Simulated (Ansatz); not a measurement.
GeBF⁺, doublet: the ladder up to UCCSDT(Q)

Geometry: that of the GeBF, singlet, kept fixed.

```xyz
3

F     0.0000    0.0000   -1.5165
B     0.0000    0.0000   -0.2354
Ge    0.0000    0.0000    1.7519
```

Basis cc-pVDZ; Ansatz 0.2.0. Only valence electrons are correlated (noble-gas cores and the filled d shells of p-block atoms frozen), which leaves 13 electrons in 39 orbitals. R marks a restricted (for open shells ROHF) determinant, U an unrestricted one. Active spaces: valence = (11e, 11o, short of the full valence) chosen from the atoms' valence shells. No spin–orbit coupling is included, and no scalar relativity.

Full CI isn't at hand for all of this; UCCSDT(Q) serves as the reference, and is uncertain by about the last step of the cluster series. The frozen core follows each run's orbitals, which can shift R against U totals by a few meV for light atoms and by up to 0.1 eV past Ca.

The UHF ⟨S²⟩ is 0.759, the T1 diagnostic (RCCSD) is 0.0214 and the largest doubles amplitude (RCCSD) is 0.082. The T1 diagnostic (UCCSD) is 0.0205.

| level | E − E(RHF) (eV) |
| --- | --- |
| UHF | -0.0674 |
| UMP2 | -8.1399 |
| UCCSD | -8.8019 |
| UCCSD(T) | -9.0423 |

Question: Estimate how far UCCSDT(Q) in cc-pVDZ lies from UCCSD(T). The table doesn't fix it; the size of (T) and the diagnostics are the guide.

Answer: UCCSDT(Q) in cc-pVDZ lies 1.13 kcal/mol below UCCSD(T), which is 20 % of the (T) step (-5.54 kcal/mol). The diagnostics are small and the rest is a small part of (T), but (T) is large here. The miss exceeds 1 kcal/mol.

The other levels:

```csv
level,E − E(UCCSDT(Q)) (kcal/mol),share of correlation (%),wall time
UCCSDT,0.44,99.79,–
```

The correlation energy at UCCSDT(Q), counted from RHF, is -9.091 eV. That run took 42 s on 1 thread of Arm Neoverse V1, shared host.

Run but not shown, since their state or frozen core can't be matched to the reference's or they repeat it: RHF, RMP2, RCCSD, RCCSD(T), BCCD(T), RCCSDT, RCCSDT(Q), CASSCF (valence space), NEVPT2 (valence space), MRCISD (valence space), MRCISD+Q (valence space).

Times hold each run's SCF and search for its determinant on a shared host, so for small cases they say little of a method's own cost; they ran on 1 thread of Arm Neoverse V1.

Natural occupations of CASSCF (valence space) about the gap: 1.978 1.977 1.975 1.935 1.000 0.055 0.025 0.025 0.023 0.016; effectively unpaired electrons, Σ n²(2−n)², 1.04.
